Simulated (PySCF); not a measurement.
Structure problem from calculated spectra and properties.

Formula: C6H6.

| Quantity | Value |
| --- | --- |
| 13C NMR | chemical shifts (computed TMS as zero) by class: 134.0 (6 C) ppm [GIAO PBE0/pcSseg-1] |
| Rotational structure | rotational constants A, B, C: 5.695, 5.695, 2.847 GHz [PBE0-D3(BJ)/def2-SVP] |
| 1H NMR | chemical shifts (computed TMS as zero) by class: 7.47 (6 H) ppm [GIAO PBE0/pcSseg-1] |
| Dipole | 0.00 D [PBE0/pcSseg-1] |
| Couplings | largest of the computed one-bond spin–spin couplings (means over like bonds): 13C–1H +166.3 (×6), 13C–13C +61.9 (×6) Hz [B3LYP/pcJ-1, spin–dipole term left out] |

Gas-phase values; electronic properties from PySCF, density fitting. Levels stand in brackets. Isolated species at its PBE0-D3(BJ)/def2-SVP geometry, gas phase. NMR classes are plain means over equivalent atoms (diastereotopic ones count apart unless rotation or inversion swaps them), as if these changed places fast.

**Question.** Propose a structure and show how it fits.

**Answer.** Numbering: `[cH:1]1[cH:2][cH:3][cH:4][cH:5][cH:6]1`. Its formula, C6H6, gives 4 degrees of unsaturation: 1 ring and 3 π bonds in the structure found (Kekulé form). 6 carbons fall into 1 class: aromatic CH carbon [C1/C2/C3/C4/C5/C6] (134.0 ppm, 6 C). All hydrogens form one class (7.47 ppm): aromatic hydrogen. The couplings run between: +166.3 Hz, aromatic CH carbon [C1] and its hydrogen (with 5 like pairs); +61.9 Hz, aromatic CH carbon [C1] and aromatic CH carbon [C2] (with 5 like pairs). The vanishing dipole is forced by symmetry. The optimised geometry has point group D6h and is an oblate symmetric top. Structure: `c1ccccc1`. The assignments are read from this structure; whether some other isomer fits the data as well wasn't checked.
